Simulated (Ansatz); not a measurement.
## Cost against result

The pair of HF (SMILES F, atoms 1–2) and SiNH5 (SMILES [SiH3]N, atoms 3–9), both closed shells, in one local arrangement (a lower one may exist), relaxed at PBE0-D4/def2-TZVP:

F1  (-0.763, -0.448, -3.179)
H2  (-0.290, -0.530, -2.383)
Si3  (-0.233, 0.233, 0.268)
N4  (0.640, 0.104, 1.733)
H5  (-1.591, -0.324, 0.464)
H6  (-0.267, 1.653, -0.150)
H7  (0.375, -0.532, -0.881)
H8  (1.512, 0.591, 1.856)
H9  (0.617, -0.747, 2.272)
(Å)

Interaction energies are counterpoise-corrected; the time is that of the whole pair.

Program: Ansatz 0.2.0. Basis: as named in each row. Cores are frozen in the correlated methods. B3LYP uses VWN-RPA correlation. Extrapolation: Hartree–Fock as exp(−7.88 √X), correlation as X^−2.97.

Times are rough, for one single point on 4 threads of a shared host (Arm Neoverse V2).

The estimate by CCSD(T) at an estimated basis limit (MP2 extrapolated from triple and quadruple zeta, plus CCSD(T) − MP2 in triple zeta) is -10.4 kJ/mol.

```csv
method,basis,time (s),interaction energy (kJ/mol),method less estimate
HF,STO-3G,under 1,14.9,25.3
PBE-D4,STO-3G,under 1,0.8,11.3
SPW92,def2-SVP,under 1,-20.8,-10.4
B3LYP-D4,6-31G,under 1,-9.8,0.6
PBE-D4,def2-SVP,under 1,-13.6,-3.2
PBE0-D4,def2-SVP,under 1,-11.1,-0.7
CCSD(T),def2-SVP,under 1,-3.8,6.6
PBE-D4,def2-TZVPPD,1,-15.7,-5.3
revPBE-D4,def2-TZVPPD,1,-12.0,-1.6
BLYP-D4,def2-TZVPPD,2,-13.3,-2.9
PBE0-D4,def2-TZVPPD,2,-13.5,-3.0
HSE06-D4,def2-TZVPPD,2,-13.5,-3.1
B3LYP-D4,def2-TZVPPD,2,-12.9,-2.4
wB97M-V,def2-SVP,2,-8.8,1.7
r2SCAN-D4,def2-TZVPPD,2,-13.7,-3.3
B2PLYP,def2-TZVPPD,3,-10.1,0.3
wB97X-V,def2-TZVPPD,4,-11.2,-0.8
B97M-V,def2-TZVPPD,5,-13.1,-2.7
wB97M-V,def2-TZVPPD,6,-11.2,-0.7
MP2,def2-QZVPPD,10,-9.8,0.6
CCSD(T),def2-TZVPPD,49,-9.5,0.9
```

The T1 diagnostic stays at or below 0.011.
